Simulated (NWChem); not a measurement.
Everything below was run with NWChem. System: Cl₂ (+1), charge 1, spin multiplicity 2, at a geometry optimised with UPBE/def2-SVP. The structure started from a generated list of species. Its SCF solution wasn't tested for a lower state. Level: UBHandHLYP/def2-TZVP.

NWChem printed:

```
             Northwest Computational Chemistry Package (NWChem) 7.3.0
             --------------------------------------------------------

                                NWChem Input Module
                                -------------------

 Scaling coordinates for geometry "geometry" by  1.889725989
 (inverse scale =  0.529177249)

 Turning off AUTOSYM since
 SYMMETRY directive was detected!

                             Geometry "geometry" -> ""
                             -------------------------

 Output coordinates in angstroms (scale by  1.889725989 to convert to a.u.)

  No.       Tag          Charge          X              Y              Z
 ---- ---------------- ---------- -------------- -------------- --------------
    1 Cl                  17.0000     0.00000000     0.00000000     0.97992400
    2 Cl                  17.0000     0.00000000     0.00000000    -0.97992400

 Effective nuclear repulsion energy (a.u.)      78.0326969035

            Nuclear Dipole moment (a.u.)
            ----------------------------
        X                 Y               Z
 ---------------- ---------------- ----------------
     0.0000000000     0.0000000000     0.0000000000

      Symmetry information
      --------------------

 Group name             D2h
 Group number             26
 Group order               8
 No. of unique centers     1

      Symmetry unique atoms

     1


 Summary of "ao basis" -> "" (spherical)
 ------------------------------------------------------------------------------
       Tag                 Description            Shells   Functions and Types
 ---------------- ------------------------------  ------  ---------------------
 *                         def2-tzvp                  on all atoms

                                 NWChem DFT Module
                                 -----------------

 Summary of "ao basis" -> "ao basis" (spherical)
 ------------------------------------------------------------------------------
       Tag                 Description            Shells   Functions and Types
 ---------------- ------------------------------  ------  ---------------------
 Cl                        def2-tzvp                13       37   5s5p2d1f

 Summary of "ao basis" -> "ao basis" (spherical)
 ------------------------------------------------------------------------------
       Tag                 Description            Shells   Functions and Types
 ---------------- ------------------------------  ------  ---------------------
 Cl                        def2-tzvp                13       37   5s5p2d1f

      Symmetry analysis of basis
      --------------------------

        ag         16
        au          3
        b1g         3
        b1u        16
        b2g         9
        b2u         9
        b3g         9
        b3u         9

            General Information
            -------------------
          SCF calculation type: DFT
          Wavefunction type:  spin polarized.
          No. of atoms     :     2
          No. of electrons :    33
           Alpha electrons :    17
            Beta electrons :    16
          Charge           :     1
          Spin multiplicity:     2
          Use of symmetry is: on ; symmetry adaption is: on
          Maximum number of iterations: 100
          AO basis - number of functions:    74
                     number of shells:    26
          Convergence on energy requested:  1.00D-06
          Convergence on density requested:  1.00D-05
          Convergence on gradient requested:  5.00D-04

              XC Information
              --------------
                        BHLYP Method XC Functional
                     Hartree-Fock (Exact) Exchange  0.500
                        Slater Exchange Functional  0.500 local
                    Becke 1988 Exchange Functional  0.500 non-local
              Lee-Yang-Parr Correlation Functional  1.000

             Grid Information
             ----------------
          Grid used for XC integration:  medium
          Radial quadrature: Mura-Knowles
          Angular quadrature: Lebedev.
          Tag              B.-S. Rad. Rad. Pts. Rad. Cut. Ang. Pts.
          ---              ---------- --------- --------- ---------
[...]
  ----- ------------  ---------------      ----- ------------  ---------------
    27      0.494435  1 Cl d -1              64     -0.494435  2 Cl d -1
    22      0.199036  1 Cl d -1              59     -0.199036  2 Cl d -1
    19      0.096700  1 Cl py                56      0.096700  2 Cl py
    13      0.047324  1 Cl py                50      0.047324  2 Cl py
    16      0.030664  1 Cl py                53      0.030664  2 Cl py

                     DFT Final Beta Molecular Orbital Analysis
                     -----------------------------------------

 Vector   14  Occ=1.000000D+00  E=-7.820683D-01  Symmetry=b3u
              MO Center= -7.9D-17, -2.6D-16,  1.4D-15, r^2= 1.8D+00
   Bfn.  Coefficient  Atom+Function         Bfn.  Coefficient  Atom+Function
  ----- ------------  ---------------      ----- ------------  ---------------
    15      0.403941  1 Cl px                52      0.403941  2 Cl px
    12      0.185395  1 Cl px                49      0.185395  2 Cl px
    18      0.171139  1 Cl px                55      0.171139  2 Cl px
     6     -0.148963  1 Cl px                43     -0.148963  2 Cl px
     9     -0.070039  1 Cl px                46     -0.070039  2 Cl px

 Vector   15  Occ=1.000000D+00  E=-7.300652D-01  Symmetry=b2u
              MO Center= -2.9D-16,  5.6D-16, -3.1D-15, r^2= 1.8D+00
   Bfn.  Coefficient  Atom+Function         Bfn.  Coefficient  Atom+Function
  ----- ------------  ---------------      ----- ------------  ---------------
    16      0.386898  1 Cl py                53      0.386898  2 Cl py
    19      0.190562  1 Cl py                56      0.190562  2 Cl py
    13      0.171385  1 Cl py                50      0.171385  2 Cl py
     7     -0.142809  1 Cl py                44     -0.142809  2 Cl py
    10     -0.066877  1 Cl py                47     -0.066877  2 Cl py

 Vector   16  Occ=1.000000D+00  E=-6.627390D-01  Symmetry=b2g
              MO Center= -2.7D-15, -1.6D-30, -1.2D-15, r^2= 2.1D+00
   Bfn.  Coefficient  Atom+Function         Bfn.  Coefficient  Atom+Function
  ----- ------------  ---------------      ----- ------------  ---------------
    15      0.440911  1 Cl px                52     -0.440911  2 Cl px
    18      0.238197  1 Cl px                55     -0.238197  2 Cl px
    12      0.211429  1 Cl px                49     -0.211429  2 Cl px
     6     -0.162247  1 Cl px                43      0.162247  2 Cl px
     9     -0.076925  1 Cl px                46      0.076925  2 Cl px

 Vector   17  Occ=0.000000D+00  E=-4.805589D-01  Symmetry=b3g
              MO Center= -2.8D-31, -8.8D-16,  3.3D-15, r^2= 2.2D+00
   Bfn.  Coefficient  Atom+Function         Bfn.  Coefficient  Atom+Function
  ----- ------------  ---------------      ----- ------------  ---------------
    16      0.418086  1 Cl py                53     -0.418086  2 Cl py
    19      0.286802  1 Cl py                56     -0.286802  2 Cl py
    13      0.199461  1 Cl py                50     -0.199461  2 Cl py
     7     -0.156402  1 Cl py                44      0.156402  2 Cl py
    10     -0.074410  1 Cl py                47      0.074410  2 Cl py

 Vector   18  Occ=0.000000D+00  E=-3.500849D-01  Symmetry=b1u
              MO Center= -1.3D-16, -1.2D-16, -1.5D-15, r^2= 2.5D+00
   Bfn.  Coefficient  Atom+Function         Bfn.  Coefficient  Atom+Function
  ----- ------------  ---------------      ----- ------------  ---------------
    17      0.450230  1 Cl pz                20      0.449459  1 Cl pz
    54      0.450230  2 Cl pz                57      0.449459  2 Cl pz
     5     -0.328222  1 Cl s                 42      0.328222  2 Cl s
    14      0.205240  1 Cl pz                51      0.205240  2 Cl pz
     4     -0.179611  1 Cl s                 41      0.179611  2 Cl s

 Vector   19  Occ=0.000000D+00  E= 6.633263D-03  Symmetry=ag
              MO Center= -2.1D-15, -1.9D-15,  2.9D-14, r^2= 3.2D+00
   Bfn.  Coefficient  Atom+Function         Bfn.  Coefficient  Atom+Function
  ----- ------------  ---------------      ----- ------------  ---------------
    20      0.624402  1 Cl pz                57     -0.624402  2 Cl pz
    17     -0.374419  1 Cl pz                54      0.374419  2 Cl pz
    28      0.314588  1 Cl d  0              65      0.314588  2 Cl d  0
     4      0.201924  1 Cl s                 41      0.201924  2 Cl s
    23      0.174256  1 Cl d  0              60      0.174256  2 Cl d  0

   alpha - beta orbital overlaps
   -----------------------------

   alpha      1      2      3      4      5      6      7      8      9     10
    beta      1      2      3      4      9     10      5      6      7      8
 overlap   1.000  1.000  1.000  1.000  1.000  1.000  1.000  1.000  1.000  1.000

   alpha     11     12     13     14     15     16     17     18     19     20
    beta     11     12     13     15     14     17     16     18     19     21
 overlap   0.999  0.999  0.999  0.997  1.000  0.998  1.000  1.000  0.993  0.982

   alpha     21     22     23     24     25     26     27     28     29     30
    beta     20     22     24     25     26     23     28     27     31     30
 overlap   1.000  1.000  0.982  1.000  0.992  1.000  0.998  1.000  0.996  1.000

   alpha     31     32     33     34     35     36     37     38     39     40
    beta     29     32     35     33     34     36     38     37     39     40
 overlap   1.000  0.997  1.000  0.998  1.000  1.000  0.999  1.000  0.998  1.000

   alpha     41     42     43     44     45     46     47     48     49     50
    beta     41     43     42     45     44     47     46     48     49     50
 overlap   1.000  0.996  1.000  0.999  0.996  1.000  0.999  1.000  1.000  0.999

   alpha     51     52     53     54     55     56     57     58     59     60
    beta     52     51     54     53     57     55     56     59     60     58
 overlap   0.999  0.999  0.999  1.000  1.000  1.000  1.000  0.999  0.940  1.000

   alpha     61     62     63     64     65     66     67     68     69     70
    beta     61     62     63     64     65     66     67     68     69     70
 overlap   1.000  0.940  1.000  1.000  1.000  1.000  1.000  1.000  1.000  1.000

   alpha     71     72     73     74
    beta     71     72     73     74
 overlap   1.000  1.000  1.000  1.000

     --------------------------
     Expectation value of S2:
     --------------------------
      <S2> =      0.7589 (Exact =     0.7500)

 center of mass
 --------------
 x =   0.00000000 y =   0.00000000 z =   0.00000000

 moments of inertia (a.u.)
 ------------------
         239.824642737103           0.000000000000           0.000000000000
           0.000000000000         239.824642737103           0.000000000000
           0.000000000000           0.000000000000           0.000000000000

     Multipole analysis of the density
     ---------------------------------

     L   x y z        total         alpha         beta         nuclear
     -   - - -        -----         -----         ----         -------
     0   0 0 0      1.000000    -17.000000    -16.000000     34.000000

     1   1 0 0     -0.000000     -0.000000     -0.000000      0.000000
     1   0 1 0      0.000000     -0.000000      0.000000      0.000000
     1   0 0 1      0.000000      0.000000      0.000000      0.000000

     2   2 0 0    -16.781712     -8.632966     -8.148745      0.000000
     2   1 1 0     -0.000000     -0.000000     -0.000000      0.000000
     2   1 0 1     -0.000000      0.000000     -0.000000      0.000000
     2   0 2 0    -15.504822     -8.766430     -6.738392      0.000000
     2   0 1 1      0.000000     -0.000000      0.000000      0.000000
     2   0 0 2     -9.584013    -65.457781    -60.716253    116.590020

 Task  times  cpu:        0.7s     wall:        0.7s

 Total times  cpu:        0.7s     wall:        0.7s
```

Write an NWChem input that would produce this output.

One answer among several that fit: 
```
start mol
memory heap 200 mb stack 900 mb global 1100 mb
charge 1
geometry units angstroms nocenter noautoz
  Cl     0.000000     0.000000     0.979924
  Cl     0.000000     0.000000    -0.979924
  symmetry group D2h
end
basis spherical
  * library def2-tzvp
end
dft
  xc bhlyp
  odft
  mult 2
  semidirect memsize 60000000 filesize 0
  iterations 100
end
task dft energy
```
